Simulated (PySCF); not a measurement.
**Basis and Hamiltonian dependence of the ionisation energy of Ar**

Ar [Ar] (1S) → Ar⁺ [Ne] 3s2 3p5 (2P). Calculated with PySCF 2.14 from differences of total energies of unrestricted determinants, without spin-orbit coupling. Values in eV.

```json
{"basis": "def2-SVP", "Hamiltonian": "non-relativistic", "functions": "18", "UHF": "14.613", "PBE": "n/a", "PBE0": "15.662", "MP2 (valence)": "15.346", "CCSD(T) (valence)": "15.201", "CCSD(T) (valence and next inner shell)": "n/a"}
{"basis": "ANO-RCC-VTZP", "Hamiltonian": "spin-free X2C", "functions": "34", "UHF": "14.543", "PBE": "15.700", "PBE0": "15.712", "MP2 (valence)": "15.694", "CCSD(T) (valence)": "15.558", "CCSD(T) (valence and next inner shell)": "15.555"}
{"basis": "aug-cc-pwCVDZ", "Hamiltonian": "non-relativistic", "functions": "36", "UHF": "14.669", "PBE": "15.786", "PBE0": "15.803", "MP2 (valence)": "15.668", "CCSD(T) (valence)": "15.517", "CCSD(T) (valence and next inner shell)": "15.518"}
{"basis": "def2-TZVP", "Hamiltonian": "non-relativistic", "functions": "37", "UHF": "14.573", "PBE": "15.694", "PBE0": "n/a", "MP2 (valence)": "15.682", "CCSD(T) (valence)": "15.538", "CCSD(T) (valence and next inner shell)": "n/a"}
{"basis": "aug-cc-pVTZ-DK", "Hamiltonian": "spin-free X2C", "functions": "50", "UHF": "14.548", "PBE": "15.699", "PBE0": "15.708", "MP2 (valence)": "15.724", "CCSD(T) (valence)": "15.597", "CCSD(T) (valence and next inner shell)": "n/a"}
{"basis": "x2c-TZVPPall with one added diffuse shell each of s, p, d type", "Hamiltonian": "spin-free X2C", "functions": "51", "UHF": "14.553", "PBE": "15.704", "PBE0": "15.713", "MP2 (valence)": "15.697", "CCSD(T) (valence)": "15.562", "CCSD(T) (valence and next inner shell)": "15.567"}
{"basis": "aug-cc-pV(T+d)Z with one added diffuse shell each of s, p, d, f type", "Hamiltonian": "non-relativistic", "functions": "71", "UHF": "14.560", "PBE": "15.712", "PBE0": "15.722", "MP2 (valence)": "15.744", "CCSD(T) (valence)": "15.609", "CCSD(T) (valence and next inner shell)": "n/a"}
{"basis": "aug-cc-pwCVTZ", "Hamiltonian": "non-relativistic", "functions": "75", "UHF": "14.556", "PBE": "15.712", "PBE0": "15.721", "MP2 (valence)": "15.745", "CCSD(T) (valence)": "15.610", "CCSD(T) (valence and next inner shell)": "15.624"}
{"basis": "aug-cc-pCVTZ-DK", "Hamiltonian": "spin-free X2C", "functions": "75", "UHF": "14.539", "PBE": "15.695", "PBE0": "15.703", "MP2 (valence)": "15.727", "CCSD(T) (valence)": "15.594", "CCSD(T) (valence and next inner shell)": "15.606"}
{"basis": "def2-QZVPPD", "Hamiltonian": "non-relativistic", "functions": "79", "UHF": "14.549", "PBE": "15.702", "PBE0": "15.712", "MP2 (valence)": "15.820", "CCSD(T) (valence)": "15.711", "CCSD(T) (valence and next inner shell)": "15.717"}
{"basis": "dyall-av3z", "Hamiltonian": "non-relativistic", "functions": "84", "UHF": "14.557", "PBE": "15.708", "PBE0": "15.717", "MP2 (valence)": "15.733", "CCSD(T) (valence)": "15.604", "CCSD(T) (valence and next inner shell)": "n/a"}
{"basis": "aug-cc-pV(Q+d)Z", "Hamiltonian": "non-relativistic", "functions": "89", "UHF": "14.549", "PBE": "15.705", "PBE0": "15.715", "MP2 (valence)": "15.847", "CCSD(T) (valence)": "15.739", "CCSD(T) (valence and next inner shell)": "n/a"}
{"basis": "dyall-acv3z", "Hamiltonian": "non-relativistic", "functions": "113", "UHF": "14.549", "PBE": "15.704", "PBE0": "15.713", "MP2 (valence)": "15.738", "CCSD(T) (valence)": "15.603", "CCSD(T) (valence and next inner shell)": "n/a"}
```

Question: Estimate the row for x2c-TZVPPall (spin-free X2C, 42 functions).

Answer: From the rows with the same Hamiltonian and similar size; the calculation gives UHF 14.56; PBE 15.67; PBE0 15.69; MP2 (valence) 15.67; CCSD(T) (valence) 15.53; CCSD(T) (valence and next inner shell) 15.54 (eV).

Frozen in the all-electron rows: valence: [Ne]; valence and next inner shell: 1s2.

Reference for a calculation without spin-orbit coupling: 15.819 eV (measured, between term centres; NIST).
